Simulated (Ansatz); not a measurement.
Geometry optimisation, Ansatz, RKS revPBE-D4/def2-SVP.

The input (input.yaml):

```yaml
crystal:
  periodic: [false, false, false]
  atoms:
    - { symbol: Al, position_ang: [0.0, 0.0, 0.0] }
    - { symbol: Cl, position_ang: [1.5382, 0.0, 1.8812] }
    - { symbol: H, position_ang: [1.7598, 0.0, 0.023] }
    - { symbol: H, position_ang: [-1.351, 0.0, -0.78] }
basis:
  gaussian: { orbitals: def2-SVP }
hamiltonian:
  xc: revpbe
  dispersion: d4
relax:
  f_tol: 0.15
  max_steps: 25
  restrain:
    - { distance: [1, 2], at: 2.57, k: 30.0 }
    - { distance: [0, 1], at: 2.23, k: 30.0 }
    - { distance: [0, 2], at: 1.56, k: 30.0 }
```

Run as:

```bash
$ ansatz run input.yaml --threads 1 --pin off --max-ram 2048MiB --backend cpu --events-out ev --progress --plain --runs-dir out
```

Problem. Where does it end, and by what steps?

Solution. It converged. The restraints hold the end off the free minimum. After 4 steps the energy has fallen by 2.537 eV (the restraints' own energy left out); H3 moved furthest, 0.50 Å.

| step | energy less start (eV) | largest force component (eV/Å) | accepted |
| --- | --- | --- | --- |
| 0 | 0.0000 | 3.775 | yes |
| 1 | -1.0761 | 2.369 | yes |
| 2 | -1.9213 | 1.617 | yes |
| 3 | -2.4750 | 1.284 | yes |
| 4 | -2.5370 | 1.355 | yes |

```xyz
4
Properties=species:S:1:pos:R:3
Al 0.300 0.000 0.022
Cl 1.090 0.000 2.057
H 1.771 0.000 -0.474
H -1.214 0.000 -0.482
```

Run time: 5.8 s on 1 thread of Arm Neoverse V1, with other jobs on the host, peak memory 0.1 GiB.
